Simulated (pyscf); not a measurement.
fluoromethane (H₃C–F) + F–Ga [singlet] + hydrogen fluoride (HF) → H₃C–Ga(F)–F + hydrogen fluoride (HF), a multi-bond step (singlet surface; C–F, F–H broken, C–Ga, F–Ga, F–H formed). PySCF, gas phase, ωB97X-D3(BJ)/def2-SVP geometries. Energies in kcal/mol from the separated reactants.

Small-basis levels: PySCF, no dispersion term, spherical d functions. AM1 to PM7: differences of heats of formation from MOPAC, which are fitted to 298 K values and so differ in kind from electronic energies by zero-point and thermal terms. GFN2-xTB: tblite. Cost: rough CPU time at the saddle relative to B3LYP/6-31G*+LANL2DZ, from one job on a shared machine.

```tsv
level	barrier	reaction energy	cost
HF/STO-3G	101.9	-55.6	0.08
BP86/6-31G*+LANL2DZ	24.4	-47.0	2
B3LYP/3-21G	___	-75.1	1.0
B3LYP/6-311+G**+LANL2DZ	40.3	-41.3	2
PBE/def2-SVP	25.8	-36.1	2
B3LYP/def2-SVP	36.8	-32.7	2
GFN2-xTB	38.2	-11.0	under 0.02
AM1	___	+35.6	under 0.02
PM3	56.4	-31.1	under 0.02
ωB97M-D3(BJ)/def2-TZVP	___	-35.9	–
```

What belongs in the gaps?


- B3LYP/3-21G, barrier: -1.7
- AM1, barrier: 86.7
- ωB97M-D3(BJ)/def2-TZVP, barrier: 46.3

Against the last row the barrier runs from -47.9 (B3LYP/3-21G) to +55.6 kcal/mol (HF/STO-3G). At B3LYP/3-21G this geometry lies under one side, so the entry may be no barrier of that level: it is a single point on another level's saddle. ωB97M-D3(BJ)/def2-TZVP has limits of its own. On the reactant side the descent ends in a bound adduct, 10.4 kcal/mol under the separated species and 55.4 kcal/mol under the saddle at ωB97X-D3(BJ)/def2-TZVP. On the product side the descent ends in a bound adduct (not fully relaxed), 8.8 kcal/mol under the separated species and 95.5 kcal/mol under the saddle at ωB97X-D3(BJ)/def2-TZVP. One saddle was located; it need not be the lowest between these sides. In the def2 sets elements up to Kr have no core potential.
